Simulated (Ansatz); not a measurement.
CaB6-type CaB6: cohesive energy by level of theory

No measured value is used here.

```json
[
 {"level (code)": "LDA (Ansatz)", "value (eV/atom)": "6.85", "cell (Å³/atom)": "9.76"},
 {"level (code)": "PBE (Ansatz)", "value (eV/atom)": "___", "cell (Å³/atom)": "10.19"},
 {"level (code)": "PBEsol (Ansatz)", "value (eV/atom)": "___", "cell (Å³/atom)": "10.04"},
 {"level (code)": "r²SCAN (Ansatz)", "value (eV/atom)": "6.08", "cell (Å³/atom)": "10.11"},
 {"level (code)": "HSE06 (Ansatz)", "value (eV/atom)": "6.01", "cell (Å³/atom)": "10.10"},
 {"level (code)": "PBE0 (Ansatz)", "value (eV/atom)": "6.01", "cell (Å³/atom)": "10.10"}
]
```

**Question.** Some entries are withheld; supply them.

**Answer.** 
- PBE (Ansatz, a quantum-chemistry and plane-wave program), value (eV/atom): 6.04
- PBEsol (Ansatz), value (eV/atom): 6.42

Each level is taken at its own relaxed cell. Cutoffs and k meshes differ between the levels. Ansatz's density-functional and Hartree–Fock values are scalar-relativistic unless marked +SOC, with PAW data made under PBE.
